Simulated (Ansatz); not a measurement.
A run for Ansatz (a quantum-chemistry and plane-wave program): R-r2SCAN/def2-TZVPP on allene (SMILES C=C=C), atoms moved off the minimum.

Ansatz 0.2 input:
```yaml
crystal:
  periodic: [false, false, false]
  atoms:
    - {symbol: C, position_ang: [1.42576396, -0.02890034, 0.01681366]}
    - {symbol: C, position_ang: [-0.05734967, 0.07434275, -0.11331544]}
    - {symbol: C, position_ang: [-1.36096137, 0.05826801, 0.05287524]}
    - {symbol: H, position_ang: [1.82694601, -0.61145403, -0.49619991]}
    - {symbol: H, position_ang: [1.92357169, 0.65820764, 0.61735848]}
    - {symbol: H, position_ang: [-1.79409223, 0.72008717, -0.76857395]}
    - {symbol: H, position_ang: [-1.87222072, -0.68486234, 0.69327902]}
basis:
  gaussian:
    orbitals: def2-TZVPP
hamiltonian:
  xc: {name: r2SCAN}
scf: {lower_state_search: off}
output: {forces: true}
```

Q: Predict the final total energy.

A: -116.5402 hartree.
